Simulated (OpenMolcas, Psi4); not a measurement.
# The same job for Psi4

OpenMolcas 26.06 runs this on CH2AlN (SMILES N#[C][AlH2]):

run.input:
```
&GATEWAY
BasLib
$CurrDir
Coord
5
angstrom
N        1.382300      -1.346000       1.394200
C        0.714200      -0.698000       0.711800
Al      -0.407200       0.390000      -0.434600
H       -1.629700      -0.322900      -1.120200
H       -0.009700       1.903200      -0.592600
Basis
aug-cc-pVDZ
Group
NoSym
&SEWARD
GridInput
Grid=UltraFine
End of Grid
&SCF
KSDFT
PBE0
Thresholds
1e-10 1e-07 1e-07 1e-05
PrOrbitals
1 2
&ALASKA
```

```bash
$ export MOLCAS_MEM=1860
$ pymolcas run.input > run.log
```

(Basis files named in the input come from the Basis Set Exchange and aren't shown.)

The coordinates come from a PBE0-D4/def2-TZVP relaxation.

It gives a total energy of -336.241422 Eh.

Q: How is this level of theory, on these atoms, set up in Psi4 1.11 as an input file of the program's own, asking for the energy?

A: One way, which was run:

input.inp:
```
memory 2.2 GB

molecule geom {
  0 1
  N      1.382300    -1.346000     1.394200
  C      0.714200    -0.698000     0.711800
  Al    -0.407200     0.390000    -0.434600
  H     -1.629700    -0.322900    -1.120200
  H     -0.009700     1.903200    -0.592600
  symmetry c1
  no_reorient
  no_com
}

set {
  reference            rks
  puream               true
  e_convergence        1e-09
  d_convergence        1e-08
  scf_type             pk
  dft_radial_points    99
  dft_spherical_points 590
}

e = energy("pbe0/aug-cc-pVDZ")
```

```bash
$ psi4 -i input.inp -o input.out -n 1
```

Its energy is -336.241422 Eh, the same as the first but for the last digit, at most.
